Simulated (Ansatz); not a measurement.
# Worked example: Al–CH–Cl⁺, triplet against Al–CH–Cl, doublet

Geometry (PBE0/def2-TZVP stationary point of a doublet), kept for both states (Al–CH–Cl, doublet: A''; Al–CH–Cl⁺, triplet: A''):

| atom | x (Å) | y (Å) | z (Å) |
| --- | --- | --- | --- |
| Al | 0.0000 | -0.1939 | 1.6855 |
| C | 0.0000 | 0.9065 | 0.0376 |
| Cl | 0.0000 | -0.2144 | -1.2860 |
| H | 0.0000 | 1.9302 | -0.3334 |

Basis cc-pVDZ; Ansatz 0.2.0. Only valence electrons are correlated (noble-gas cores frozen). R marks a restricted (for open shells ROHF) determinant, U an unrestricted one.

Full CI isn't at hand for all of this; UCCSDT(Q) serves as the reference, and is uncertain by about the last step of the cluster series.

```tsv
level	E(Al–CH–Cl, doublet) (hartree)	E(Al–CH–Cl⁺, triplet) (hartree)
UHF	-739.808814	-739.536904
UMP2	-740.100042	-739.807598
UCCSD(T)	-740.149347	-739.850529
PBE	-740.881310	-740.585216
PBE0	-740.945669	-740.645220
UCCSDT(Q)	-740.151291	-739.852906
```

Question: Give the vertical gap, Al–CH–Cl⁺ triplet less Al–CH–Cl doublet, at each level in eV (1 hartree = 27.2114 eV), and each error against UCCSDT(Q).

Answer: UCCSDT(Q): (-739.852906 − (-740.151291)) × 27.2114 = 8.119 eV (the reference)
PBE0: (-740.645220 − (-740.945669)) × 27.2114 = 8.176 eV, error 0.057 eV
PBE: (-740.585216 − (-740.881310)) × 27.2114 = 8.057 eV, error -0.062 eV
UCCSD(T): (-739.850529 − (-740.149347)) × 27.2114 = 8.131 eV, error 0.012 eV
UMP2: (-739.807598 − (-740.100042)) × 27.2114 = 7.958 eV, error -0.161 eV
UHF: (-739.536904 − (-739.808814)) × 27.2114 = 7.399 eV, error -0.720 eV

Total energies of functionals can't be set beside those of wave-function methods, since they hold the core's correlation and their own absolute errors; only the differences compare.

In so small a basis the reference is far from its limit while semilocal and hybrid functionals are nearer theirs, so the functionals' errors here hold much of the reference's basis and frozen-core error, which can add to them or hide them.

Each level lands on the state that its own search finds. T1 diagnostics of restricted CCSD: 0.022 and 0.039.
